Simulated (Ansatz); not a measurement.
BiAs2: from a trial structure to a relaxed crystal

Method: DFT PBE, scalar-relativistic, plane waves, PAW (Ansatz 0.2.0). Cutoff 420 eV, Γ-centred k mesh, Gaussian smearing, no spin polarisation in the final step.

BiAs2 was placed on the cubic Laves (C15) structure type (Fd-3m, No. 227), with Bi in place of Mg, As in place of Cu, at a guessed volume.

```xyz
6
Lattice="0.0000 4.1792 4.1792 4.1792 0.0000 4.1792 4.1792 4.1792 0.0000" Properties=species:S:1:pos:R:3 pbc="T T T"
Bi    0.0000    0.0000    0.0000
Bi    2.0896    2.0896    2.0896
As    5.2240    5.2240    5.2240
As    5.2240    3.1344    3.1344
As    3.1344    3.1344    5.2240
As    3.1344    5.2240    3.1344
```

Cell and atoms relax at zero pressure; the relaxation can't lower the symmetry of the start.

Formation energies are uncorrected and refer to the elements' standard structures at the same level.

Q: What does it relax into?

A: It keeps Fd-3m (No. 227). The result has the cubic Laves (C15) structure. Conventional cell: a = 8.229 Å. Around Bi lie 12 As at 3.41 Å and 4 Bi at 3.56 Å; As is coordinated by 6 As at 2.91 Å and 6 Bi at 3.41 Å.

```
Bi As
1.0
     0.00000    4.11469    4.11469
     4.11469    0.00000    4.11469
     4.11469    4.11469    0.00000
Bi As
2 4
Cartesian
  4.1147 4.1147 4.1147
  6.1720 6.1720 6.1720
  1.0287 1.0287 1.0287
  1.0287 3.0860 3.0860
  3.0860 3.0860 1.0287
  3.0860 1.0287 3.0860
```

Q: What are its volume, energy, density and gap?

A: The volume per atom is 23.22 Å³ and the density is 8.55 g/cm³. The energy over the elements is 0.40 eV/atom and the gap on the 8×8×8 mesh is 0 eV (a metal).

The final run used a 8×8×8 mesh on its 6-atom cell and 0.10 eV smearing. For metals, differences of a few meV/atom aren't resolved. Spin–orbit coupling is left out. A structure relaxed within its symmetry needn't be a true minimum. The steps took roughly 40 core-seconds in all.

Cost: 2 runs of about 0.69 core-minutes in all, on Intel Xeon 6975P-C (Granite Rapids) (shared hosts).